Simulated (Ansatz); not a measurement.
Two isomers of C3H6F2O: A = `FCCOCF`, B = `CCC(O)(F)F`.

Isolated molecules relaxed with PBE0-D4/def2-TZVP in Ansatz; ΔE leaves out vibrations. CBS: MP2 limit from def2 TZ/QZ plus the TZ coupled-cluster correction, frozen cores. DFT in def2-TZVPP. B3LYP here is the variant with VWN-RPA as its local correlation; programs differ in this. Each species was taken in one conformer, which may not be the lowest.

Q: Which isomer does CCSD(T)/CBS put lower? Give the gap. (Estimate.)

A: Computed: B, by 30.1 kcal/mol.

Q: Give E(B) − E(A) in kcal/mol with PBE0-D4, MP2/def2-TZVPP, CCSD/def2-TZVPP, PBE-D4, ωB97M-V, B3LYP, r2SCAN-D4. (Estimate.)

A: The calculation gave: PBE0-D4 -30.2, MP2/def2-TZVPP -31.4, CCSD/def2-TZVPP -29.7, PBE-D4 -28.8, ωB97M-V -30.8, B3LYP -26.7, r2SCAN-D4 -31.3. None reverses the order clearly.

Largest T1 diagnostic: 0.011.

In def2-TZVPP, CCSD(T) changes the Hartree–Fock value by −2.4 kcal/mol (the triples alone add −0.3 kcal/mol) and MP2 by −3.8 kcal/mol. From PBE to PBE0 (25 % exact exchange), in def2-TZVPP and without D4, E(B) − E(A) moves by −1.5 kcal/mol.
